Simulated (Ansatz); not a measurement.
**AlSiHS (triplet): the correlation ladder at a displaced geometry (v1), cc-pVDZ**

One table from this session's results is given with a row withheld; the runs are named, their logs left out.

Method: cc-pVDZ, core rule «outside noble gas», up to 15 orbitals frozen; program: Ansatz 0.2.0, Gaussian basis.

Plan: UHF; CCSD(T) on ROHF; CCSD(T) on UHF; BCCD(T) on ROHF; CISD as a restricted active space (open shells left free, so some higher excitations enter); CCSDT(Q) on ROHF; CCSDT(Q) on UHF.

20 further runs of the same task are left out: 7 that didn't finish, 13 set aside as unsound or not needed. Runs told in other sessions of the task aren't counted.

### The system

The geometry is a PBE0/def2-TZVP stationary point (not a proven minimum) with its atoms shifted at random (size 0.040 Å).

4 atoms, charge 0, spin multiplicity 3.

Atoms are counted from 1 here; the program's logs count them from 0.

Bond lengths: S1–Al2 2.210 Å, S1–H4 1.327 Å, Al2–Si3 2.391 Å. Angles: Al2–S1–H4 90.5°, S1–Al2–Si3 178.7°.

The first run:

in.yaml

```yaml
crystal:
  periodic: [false, false, false]
  atoms:
    - {symbol: S, position_ang: [0.002332, -0.375087, 1.691721]}
    - {symbol: Al, position_ang: [0.001517, -0.325452, -0.517561]}
    - {symbol: Si, position_ang: [0.049463, -0.249880, -2.906550]}
    - {symbol: H, position_ang: [-0.053312, 0.950419, 1.732391]}
basis:
  gaussian: {orbitals: cc-pVDZ}
magnetization: {spin_polarized: true, initial_magnetization: 2}
hamiltonian: {xc: hf}
output: {orbitals: {seedname: orbitals}}
```

The run is started by

```
$ ansatz run in.yaml --threads 1 --pin off --events-out ev --progress --plain --max-ram 2393MiB
```

Among the steps run: UHF; CCSD(T) on ROHF; CCSD(T) on UHF; BCCD(T) on ROHF; CISD as a restricted active space (open shells left free, so some higher excitations enter); CCSDT(Q) on ROHF; CCSDT(Q) on UHF.

One table of the session follows, with a row left open; its other results are not shown here.

It belongs to the step «Misses and costs». 

| method | from UCCSDT(Q) (kcal/mol) |
| --- | --- |
| ROHF | +189.33 |
| UHF | +186.82 |
| RMP2 | +33.20 |
| UMP2 | +34.15 |
| CISD | +29.66 |
| RCCSD | +8.92 |
| UCCSD | ? |
| RCCSD(T) | +1.81 |
| UCCSD(T) | +1.84 |
| BCCD(T) | +1.81 |
| RCCSDT | +0.63 |
| UCCSDT | +0.62 |
| RCCSDT(Q) | +0.04 |
| UCCSDT(Q) | 0 |

Estimate the missing values for UCCSD.

**Answer.** from UCCSDT(Q) (kcal/mol): +8.86. In the column «from UCCSDT(Q) (kcal/mol)» it lies between UCCSD(T) (+1.84) and RCCSD (+8.92).

To keep in mind: Restricted and unrestricted rows rest on different reference determinants; a gap between their highest levels can come from leftover correlation error, from unlike frozen cores or from another state.
